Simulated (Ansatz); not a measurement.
Cost and result for the atomization energy of `FC1CC1(F)F` (9 atoms, 9 bonds).

```tsv
atom	x (Å)	y (Å)	z (Å)
F1	-0.612	0.870	-1.630
C2	0.143	0.674	-0.526
C3	-0.541	0.124	0.714
C4	0.394	-0.711	-0.075
F5	-0.088	-1.731	-0.787
F6	1.596	-1.021	0.430
H7	0.929	1.412	-0.409
H8	-1.591	-0.119	0.605
H9	-0.230	0.502	1.679
```

Total charge 0; spin multiplicity 1. The structure was optimised at the PBE0-D4/def2-TZVP level. Program: Ansatz. All runs use 4 threads of an Arm Neoverse V2 on a shared host. Times are those of one run each, without the atoms' runs, and a repeat can differ threefold. Electronic energies, without spin–orbit coupling; frozen cores. CCSD(T)/CBS adds CCSD(T) − MP2 in def2-TZVPP to the MP2 limit, and its time is that of the two runs behind it. T1 = 0.011. HSE06 is the plane-wave form, built on full-range PBE exchange.

CCSD(T)/CBS is a level of theory with its own doubt, some kJ/mol a heavy atom from the limit and from the frozen cores, so smaller differences don't rank the functionals.

```csv
level,functions,wall time
LDA (SPW92)/def2-TZVPP,228,0.8 s
revPBE-D4/def2-TZVPP,228,1.2 s
BLYP-D4/def2-TZVPP,228,1.2 s
PBE0-D4/def2-TZVPP,228,1.7 s
CAM-B3LYP-D4/def2-TZVPP,228,1.9 s
HSE06-D4/def2-TZVPP,228,1.9 s
PBE-QIDH/def2-TZVPP,228,3.4 s
CCSD(T)/def2-SVP,99,4.3 s
B97M-V/def2-TZVPP,228,6 s
ωB97M-V/def2-TZVPP (with forces),228,7 s
MP2/def2-QZVPP,432,13 s
CCSD(T)/def2-TZVPP,228,110 s
CCSD(T)/CBS(def2),–,2.1 min
```

**Question.** What atomization energy does each give, and how far from CCSD(T)/CBS? (Estimate.)

**Answer.** The calculation gave: 
```json
{"level": "LDA (SPW92)/def2-TZVPP", "atomization (kcal/mol)": "1051.1", "difference from CCSD(T)/CBS": "178.1", "per bond": "19.8"}
{"level": "revPBE-D4/def2-TZVPP", "atomization (kcal/mol)": "883.1", "difference from CCSD(T)/CBS": "10.1", "per bond": "1.1"}
{"level": "BLYP-D4/def2-TZVPP", "atomization (kcal/mol)": "877.9", "difference from CCSD(T)/CBS": "4.9", "per bond": "0.5"}
{"level": "PBE0-D4/def2-TZVPP", "atomization (kcal/mol)": "886.9", "difference from CCSD(T)/CBS": "13.9", "per bond": "1.6"}
{"level": "CAM-B3LYP-D4/def2-TZVPP", "atomization (kcal/mol)": "881.9", "difference from CCSD(T)/CBS": "8.9", "per bond": "1.0"}
{"level": "HSE06-D4/def2-TZVPP", "atomization (kcal/mol)": "887.8", "difference from CCSD(T)/CBS": "14.8", "per bond": "1.6"}
{"level": "PBE-QIDH/def2-TZVPP", "atomization (kcal/mol)": "874.7", "difference from CCSD(T)/CBS": "1.7", "per bond": "0.2"}
{"level": "CCSD(T)/def2-SVP", "atomization (kcal/mol)": "835.6", "difference from CCSD(T)/CBS": "-37.4", "per bond": "-4.2"}
{"level": "B97M-V/def2-TZVPP", "atomization (kcal/mol)": "877.6", "difference from CCSD(T)/CBS": "4.6", "per bond": "0.5"}
{"level": "ωB97M-V/def2-TZVPP (with forces)", "atomization (kcal/mol)": "880.2", "difference from CCSD(T)/CBS": "7.2", "per bond": "0.8"}
{"level": "MP2/def2-QZVPP", "atomization (kcal/mol)": "895.1", "difference from CCSD(T)/CBS": "22.1", "per bond": "2.5"}
{"level": "CCSD(T)/def2-TZVPP", "atomization (kcal/mol)": "849.8", "difference from CCSD(T)/CBS": "-23.2", "per bond": "-2.6"}
{"level": "CCSD(T)/CBS(def2)", "atomization (kcal/mol)": "873.0", "difference from CCSD(T)/CBS": "0.0", "per bond": "0.0"}
```

From PBE to PBE0 (25 % exact exchange), in def2-TZVPP and without D4, the atomization energy moves by −28.1 kcal/mol: exact exchange takes away binding that semilocal exchange gives to molecules. The D4 term adds +5.4 kcal/mol with B3LYP and +2.8 kcal/mol with PBE0; it sums over pairs of atoms, weighted by their polarisabilities, and B3LYP, whose exchange is more repulsive, gets the larger term. Leaving LDA and LC-ωPBE aside and taking each functional with its dispersion term where it has one, the values, not all of them listed here, spread over 83.8 kcal/mol, from BHLYP-D4 to PBE-D4. LDA lies +138.9 kcal/mol from PBE without D4, its usual overbinding.

B3LYP here is the variant with VWN-RPA as its local correlation; programs differ in this.
